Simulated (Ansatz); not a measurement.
# BSiHO (triplet): from Hartree-Fock to the top rungs, def2-TZVPP

The task here is to estimate one member of a computed series from the others.

The runs use Ansatz 0.2.0, Gaussian basis; def2-TZVPP, core rule «outside noble gas», up to 7 orbitals frozen.

Plan: UHF; ROHF; CCSD(T) on UHF.

2 further runs of the same task are left out: 2 set aside as unsound or not needed.

**The geometry**

The geometry is a PBE0/def2-TZVP stationary point (not a proven minimum) of the parent state, kept for this charge and spin.

4 atoms, charge 0, spin multiplicity 3.

Atoms are counted from 1 here; the program's logs count them from 0.

Bond lengths: O1–B2 1.205 Å, B2–Si3 2.031 Å, Si3–H4 1.522 Å. Angles: O1–B2–Si3 175.7°, B2–Si3–H4 89.5°.

The first run:

in.yaml reads:

```yaml
crystal:
  periodic: [false, false, false]
  atoms:
    - {symbol: O, position_ang: [0.000000, 0.023096, 1.916557]}
    - {symbol: B, position_ang: [0.000000, 0.040635, 0.711413]}
    - {symbol: Si, position_ang: [0.000000, -0.080455, -1.315687]}
    - {symbol: H, position_ang: [0.000000, 1.439380, -1.392054]}
basis:
  gaussian: {orbitals: def2-TZVPP}
magnetization: {spin_polarized: true, initial_magnetization: 2}
hamiltonian: {xc: hf}
output: {orbitals: {seedname: orbitals}}
```

Command:

```console
$ ansatz run in.yaml --threads 1 --pin off --events-out ev --progress --plain --max-ram 4096MiB --backend cpu
```

Steps of the session up to this table: UHF; ROHF; CCSD(T) on UHF.

One table of the session follows, with a row left open; its other results are not shown here.

```
  method  from UCCSD(T) (meV)
    ROHF             +11870.6
     UHF             +11806.1
    UMP2                    ?
   UCCSD               +538.1
UCCSD(T)                    0
```

Q: Estimate the row for UMP2 from the others.

**Answer.** from UCCSD(T) (meV): +996.7. In the column «from UCCSD(T) (meV)» it lies between UCCSD (+538.1) and UHF (+11806.1).
